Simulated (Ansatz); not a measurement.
The first iterations of a band of B2H4N (7 atoms, charge 0, multiplicity 2).

Method: UKS B3LYP/STO-3G in Ansatz.

- movable images: 5
- climbing image: yes
- spring: 5.0 eV/Å²
- optimiser: quadratic models (default)
- start path: IDPP
- force threshold: 0.5 eV/Å
- iteration limit: 60
- end points: relaxed

Initial state:

```xyz
7
Properties=species:S:1:pos:R:3
B -1.130 0.212 -0.763
N 0.012 -0.025 -0.015
B 1.148 -0.235 0.748
H -1.430 -0.528 -1.631
H -1.799 1.156 -0.527
H 1.422 0.521 1.611
H 1.838 -1.168 0.532
```

Final state:

```xyz
7
Properties=species:S:1:pos:R:3
B -1.135 0.197 -0.760
N 0.019 0.001 -0.019
B 1.155 -0.214 0.745
H -1.080 0.756 -1.798
H -2.168 -0.200 -0.352
H 2.202 0.173 0.363
H 1.069 -0.782 1.775
```

| iteration | highest image above the first end (eV) | largest band force component (eV/Å) |
| --- | --- | --- |
| 1 | 0.887 | 0.785 |
| 2 | 0.667 | 0.608 |
| 3 | 0.772 | 0.689 |
| 4 | 0.830 | 0.713 |

Does the band converge within its limit, and where does its top end?

It converged. It ended after 13 iterations with the highest image 0.757 eV above the first end. The threshold of 0.5 eV/Å is loose, so the images may lie well off the minimum-energy path. Another band between the same ends (5 images) ends at a top of the same energy, where a vibrational analysis finds 1 clearly imaginary mode. Limits of this set-up: minimal basis.

Time of the run: 52 s on 1 thread of Intel(R) Xeon(R) 6975P-C (Granite Rapids), on a shared host, peak memory 0.11 GiB.
